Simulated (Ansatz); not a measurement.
Results of PBEsol (Ansatz, a program for electronic structure, plane waves, PAW) for bcc Ta.

A relaxed, unreconstructed slab of the (111) face has 18 atoms, two equal faces of 18.658 Å² each and an energy of -176510.0329 eV. A bulk cell of 3 atoms with the same orientation and in-plane k mesh has -29419.4983 eV. Energies are extrapolated to zero smearing.

Settings: plane-wave cutoff 500 eV, 18×18×1 k mesh (along the axes of the cell as run), Fermi–Dirac smearing 0.1 eV, scalar-relativistic PAW data made under PBE.

Worked out: γ = (E_slab − N E_bulk per atom)/2A = [-176510.0329 − 18 × (-29419.4983/3)]/(2 × 18.658) = 0.1864 eV/Å². With 16.022 J/m² per eV/Å² this is 2.99 J/m², or 3.48 eV per surface cell and face.
